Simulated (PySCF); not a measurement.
# Name the molecule from its bond curve

A diatomic of charge 0 contains P (the partner may be the same element). Its singlet curve at RHF-SCS-MP2 in a triple-zeta basis (no relativity, PySCF), in eV from the separated fragments:

(R (Å), E (eV)): (1.620, -2.487), (1.696, -3.686), (1.771, -4.383), (1.827, -4.662), (1.884, -4.784), (1.940, -4.786), (2.016, -4.656), (2.110, -4.354), (2.223, -3.893), (2.374, -3.254)

The fit gives ωe = 750 cm⁻¹ and the rotational constant Bₑ = 0.2974 cm⁻¹.

Task: Which atom is the partner?

Result: The minimum lies at 1.913 Å, so the reduced mass is 16.8576 u Å² cm⁻¹/(Bₑ·Re²) = 15.49 u. With P at 30.97 u the partner weighs about 31.0 u: P. The molecule is P2.

Correlated steps freeze 10 core orbitals.
